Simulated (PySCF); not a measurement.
How methods differ on the ionisation energy of P

P [Ne] 3s2 3p3 (4S) → P⁺ [Ne] 3s2 3p2 (3P), as a difference of total energies. All numbers are calculated (PySCF 2.14, no relativity, point nucleus, in pcseg-2 (5s4p2d1f, 34 functions)). Correlated levels: valence: [Ne] frozen. The calculations carry no spin-orbit coupling.

Order these methods by the ionisation energy they give, lowest first.
A. UHF
B. B3LYP
C. SCS-MP2 (valence)
D. M06-2X

A (9.927 eV), C (10.219 eV), D (10.337 eV), B (10.395 eV).

Errors of the correlated levels include the incompleteness of this basis and the frozen core.

For comparison: 10.526 eV (measured; NIST levels, between the centres of gravity of the two terms).
